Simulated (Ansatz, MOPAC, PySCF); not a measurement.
How well does each level of theory give the band gap of rock-salt LiCl?

Reference value: 9.4 eV (measured, low temperature, zero-point motion not removed; as tabulated in Chen et al. (2018), doi:10.1103/physrevmaterials.2.073803).

**Question.** What do AM1 semi-empirical Hartree-Fock (MOPAC), LDA, PBE, PBE-D3(BJ), rVV10, r²SCAN, HSE06, r²SCAN0, Hartree–Fock, G0W0@PBE, G0W0@PBE+SOC, G0W0@PBE0 give, and how far is each from the reference?

**Answer.** 
```csv
level (code),value (eV),cell (Å³/atom),difference (eV)
AM1 semi-empirical Hartree-Fock (MOPAC),9.82,16.97,+0.42
LDA (Ansatz),5.95,16.97,-3.45
PBE (Ansatz),6.29,16.97,-3.11
PBE-D3(BJ) (Ansatz),6.65,15.97,-2.75
rVV10 (Ansatz),6.22,16.68,-3.18
r²SCAN (Ansatz),7.19 (direct),16.97,-2.21
HSE06 (Ansatz),7.69,16.97,-1.71
r²SCAN0 (Ansatz),8.94 (direct),16.97,-0.46
Hartree–Fock (Ansatz),15.19 (direct),16.97,+5.79
G0W0@PBE (PySCF),8.91 ± 0.10,16.97,-0.49
G0W0@PBE+SOC (Ansatz),8.94,16.97,-0.46
G0W0@PBE0 (PySCF),9.64 ± 0.1,16.97,+0.24
```

Leaving aside AM1 semi-empirical Hartree-Fock (MOPAC) (doubt noted below): Once the reference is moved by up to 0.66 eV (a margin picked here for doubts on the reference and the settings, and for temperature and zero-point motion) and values within 0.03 eV count as equal, the nearest can be G0W0@PBE0 (+0.24 eV), r²SCAN0 (-0.46 eV), G0W0@PBE+SOC (-0.46 eV) or G0W0@PBE (-0.49 eV). Among them Hartree–Fock (+5.79 eV) misses by most.

Density-functional gaps are differences of (generalised) Kohn–Sham levels of a static lattice; semilocal ones lie below quasiparticle gaps as a rule. Measured gaps hold zero-point and thermal shifts unless a correction is named.  A ± on a computed value is a rough bar: the spread of its extrapolation, a floor set from checks against published values, or a statistical error. AM1 semi-empirical Hartree-Fock (MOPAC), PBE-D3(BJ), rVV10: the gap is read on the k mesh or supercell of the run alone and can be too large. AM1 semi-empirical Hartree-Fock (MOPAC): the method was fitted mainly to molecules. AM1 semi-empirical Hartree-Fock (MOPAC): gaps of these semi-empirical methods are Hartree–Fock-like level differences, and their formation enthalpies are fitted 298 K values. G0W0@PBE+SOC: spin–orbit coupling enters as the shift of the gap found with a semilocal functional. Values are at the measured cell; PBE-D3(BJ) at the level's own relaxed cell; rVV10 at the level's own relaxed cell. Cutoffs and k meshes differ between the levels. Ansatz's density-functional and Hartree–Fock values are scalar-relativistic unless marked +SOC, with PAW data made under PBE.

Differences are worked out from the printed values.

Ansatz is a first-principles code.
